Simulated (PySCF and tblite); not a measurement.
Results of a calculation; reference values are marked as such.
3-pentanol, C₅H₁₂O, numbered as in [CH3:1][CH2:2][CH:3]([OH:4])[CH2:5][CH3:6].

First level. Conformers came from 150 starts (ETKDG and KDG, MMFF94s, GFN2-xTB); geometries are PBE0-D3(BJ)/def2-SVP. Energies: PBE0-D3(BJ)/def2-TZVP (IEF-PCM, chloroform), with GFN2-xTB thermal terms (modes under about 100 cm⁻¹ blended into free rotors). Symmetry numbers and mirror images are counted. Conformers within 3 kcal/mol (GFN2-xTB free energy) were kept, 8 at most. GIAO shieldings: WP04/pcSseg-1 (IEF-PCM, chloroform). Shifts are against TMS (¹H), TMS (¹³C) at the same level; of two unlike H on one atom, a is the less shielded. Programs: PySCF with density fitting and tblite.

It gives, at 298.15 K, with 8 conformers (largest weight 36 %): ¹H: 3.09 (H3, 1H), 1.25 (H2a/H5a, 2H), 1.18 (H2b/H5b, 2H), 1.00 (H1/H6, 6H) ppm. ¹³C: 77.7 (C3), 34.8 (C2/C5), 14.3 (C1/C6) ppm.

Second level: PBE0-D3(BJ)/def2-SVP geometries, energies PBE0-D3(BJ)/pcseg-1, shieldings LDA/pcSseg-1, on up to 4 of the same conformers.

Problem. How do the averaged shifts change?

Solution. 
| signal | first | second | change (ppm) |
| --- | --- | --- | --- |
| H1/H6 | 1.00 | 1.05 | 0.04 |
| H2a/H5a | 1.25 | 1.38 | 0.14 |
| H2b/H5b | 1.18 | 1.08 | -0.10 |
| H3 | 3.09 | 3.21 | 0.12 |
| C1/C6 | 14.3 | 10.7 | -3.6 |
| C2/C5 | 34.8 | 36.4 | 1.7 |
| C3 | 77.7 | 81.3 | 3.6 |

The largest weight becomes 41 %.

H on N, O and S are left out: they exchange, and hydrogen bonds move them by several ppm. Shifts are unscaled: against experiment ¹³C can be off by 15 ppm or more and ¹H by 0.8 ppm. The cap on conformers cut off some of the population, so the set may be incomplete.
